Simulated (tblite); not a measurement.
Compound: C2H6B (doublet state).
SMILES with atom numbers: `[BH2:1][CH:2][CH3:3]` (hydrogens: H4, H5 on B1; H6 on C2; H7, H8, H9 on C3)

Computed with GFN2-xTB (tblite), gas phase: L-BFGS steps from a force-field or distance-geometry start until the largest atomic force falls under 0.01 eV/Å.

Step 19: E = -231.0954 eV
```
atom  x, y, z in Å  |  force x, y, z in eV/Å
B1      1.4437    0.0347   -0.3138    0.223   0.043  -0.005
C2      0.1870   -0.3881    0.3938    0.068  -0.011   0.129
C3     -1.1741    0.1222    0.1054    0.094   0.077   0.124
H4      1.3884    0.4732   -1.4006    0.032   0.023   0.004
H5      2.4970   -0.0492    0.2252   -0.282  -0.043  -0.134
H6      0.2499   -1.0646    1.2433   -0.121   0.075  -0.049
H7     -1.3196    1.0633    0.6480    0.008   0.031   0.042
H8     -1.3024    0.3649   -0.9472    0.029  -0.085  -0.042
H9     -1.9564   -0.5503    0.4480   -0.050  -0.110  -0.070
```

Step 20: E = -231.1011 eV
```
atom  x, y, z in Å  |  force x, y, z in eV/Å
B1      1.4485    0.0361   -0.3183    0.153   0.000   0.033
C2      0.1915   -0.3792    0.3996    0.037   0.011   0.093
C3     -1.1719    0.1202    0.1063    0.036   0.063   0.067
H4      1.3861    0.4978   -1.3961    0.043   0.001   0.037
H5      2.5006   -0.0870    0.2132   -0.254  -0.004  -0.152
H6      0.2489   -1.0398    1.2611   -0.073   0.051  -0.048
H7     -1.3308    1.0589    0.6474    0.006   0.039   0.069
H8     -1.3054    0.3591   -0.9448    0.080  -0.038  -0.112
H9     -1.9539   -0.5600    0.4337   -0.029  -0.122   0.011
```

Step 21: E = -231.1051 eV
```
atom  x, y, z in Å  |  force x, y, z in eV/Å
B1      1.4545    0.0370   -0.3200    0.006  -0.010   0.030
C2      0.1964   -0.3666    0.4080   -0.019   0.024   0.020
C3     -1.1705    0.1199    0.1080   -0.020   0.038  -0.001
H4      1.3846    0.5158   -1.3901    0.052  -0.009   0.046
H5      2.5025   -0.1188    0.1985   -0.145   0.008  -0.114
H6      0.2468   -1.0214    1.2721   -0.025   0.020  -0.002
H7     -1.3445    1.0568    0.6470    0.008   0.029   0.075
H8     -1.3052    0.3538   -0.9447    0.116  -0.009  -0.105
H9     -1.9511   -0.5703    0.4233    0.027  -0.091   0.052
```

Step 22: E = -231.1073 eV
```
atom  x, y, z in Å  |  force x, y, z in eV/Å
B1      1.4586    0.0369   -0.3198   -0.103   0.003   0.005
C2      0.1990   -0.3555    0.4146   -0.056   0.013  -0.015
C3     -1.1708    0.1200    0.1082   -0.043   0.021  -0.035
H4      1.3839    0.5288   -1.3832    0.054  -0.008   0.034
H5      2.5042   -0.1435    0.1846   -0.054   0.003  -0.067
H6      0.2464   -1.0074    1.2799   -0.006   0.007   0.028
H7     -1.3568    1.0554    0.6472    0.010   0.008   0.059
H8     -1.3028    0.3509   -0.9471    0.123  -0.002  -0.058
H9     -1.9482   -0.5795    0.4178    0.074  -0.047   0.048
```

Task: Estimate the geometry and energy of step 23. (The exact step hangs on the optimiser's Hessian estimate; all steps are aligned on step 22, rigid shifts and turns removed.)

Result: E = -231.1093 eV, largest force 0.165 eV/Å
```
atom  x, y, z in Å  |  force x, y, z in eV/Å
B1      1.4608    0.0363   -0.3198   -0.163   0.015  -0.017
C2      0.1999   -0.3451    0.4201   -0.071   0.001  -0.021
C3     -1.1720    0.1197    0.1066   -0.042   0.001  -0.046
H4      1.3838    0.5450   -1.3741    0.051  -0.002   0.012
H5      2.5052   -0.1720    0.1684    0.007  -0.003  -0.028
H6      0.2474   -0.9888    1.2910   -0.003   0.001   0.042
H7     -1.3689    1.0522    0.6481    0.007  -0.011   0.036
H8     -1.2988    0.3487   -0.9510    0.114   0.001  -0.006
H9     -1.9439   -0.5898    0.4129    0.099  -0.004   0.029
```

The energy changes by -0.0020 eV. The first-order estimate −F·Δx gives -0.0026 eV and the mean of the old and new forces, exact on a quadratic surface, -0.0020 eV. The step makes an angle of 78° with the force vector and moves no atom by more than 0.033 Å.

The cost below is that of the whole relaxation. On one thread of an INTEL XEON PLATINUM 8581C at 2.30 GHz (shared host), this took 0.11 s wall.
